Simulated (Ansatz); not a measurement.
Input file:

```yaml
crystal:
  periodic: [false, false, false]
  atoms:
    - {symbol: Ge, position_ang: [-0.034571, 0.000000, 0.295847]}
    - {symbol: N, position_ang: [0.072436, 0.000001, -1.645848]}
    - {symbol: H, position_ang: [0.742421, -1.258240, 0.775123]}
    - {symbol: H, position_ang: [0.742420, 1.258240, 0.775124]}
basis:
  gaussian: {orbitals: STO-3G, point_charges: [{charge: -1.00, position_ang: [4.328, 0.984, 0.984]}]}
magnetization: {spin_polarized: false, initial_magnetization: 3}
correlation: {active_space: {window: {electrons: 9, orbitals: 6}, fixed_orbitals: true}}
output: {forces: true}
```

```sh
$ ansatz run in.yaml --threads 1 --pin off --events-out ev --progress --plain --max-ram 2393MiB
```

Roughly how long does this take on 1 thread of Arm Neoverse V1, shared host, and how much host memory?

0.3 s wall and 0.07 GiB.

```
268 factors; integrals over basis functions are off by at most 4.0e-5 eV
mean field evaluation 1: about -57321.8251 eV, gradient 8.9e0 eV
mean field evaluation 2: about -57321.8412 eV, gradient 8.9e0 eV
mean field evaluation 4: about -57322.7581 eV, gradient 1.0e0 eV
mean field evaluation 8: about -57322.7703 eV, gradient 6.4e-3 eV
mean field -57322.77028065 eV, -2106.5729530446 hartree, gradient 6.4e-6 eV, S^2 3.750000; 0 other end points of the search recorded, 0 dependent functions left out
reference -57322.77028065 eV, -2106.5729530446 hartree; 22, 19 occupied and 3, 6 virtual orbitals, 268 factors
state -57322.77255232 eV, -2106.5730365268 hartree
the calculation of the forces begins
Total energy: -57322.77255232 eV, -2106.5730365268 hartree
Atom 0 at    -0.034571     0.000000     0.295847 Å, force     2.566228     0.064547     1.141745 eV/Å
Atom 1 at     0.072436     0.000001    -1.645848 Å, force    -0.132209    -0.038089     0.092708 eV/Å
Atom 2 at     0.742421    -1.258240     0.775123 Å, force    -1.189780     1.739054    -0.641757 eV/Å
Atom 3 at     0.742420     1.258240     0.775124 Å, force    -1.203118    -1.756416    -0.601286 eV/Å
Dipole moment:    -0.084466     0.030080     0.357011 e Å
```

Forces (eV/Å):
```
Ge   2.566  0.065  1.142
N   -0.132 -0.038  0.093
H   -1.190  1.739 -0.642
H   -1.203 -1.756 -0.601
```
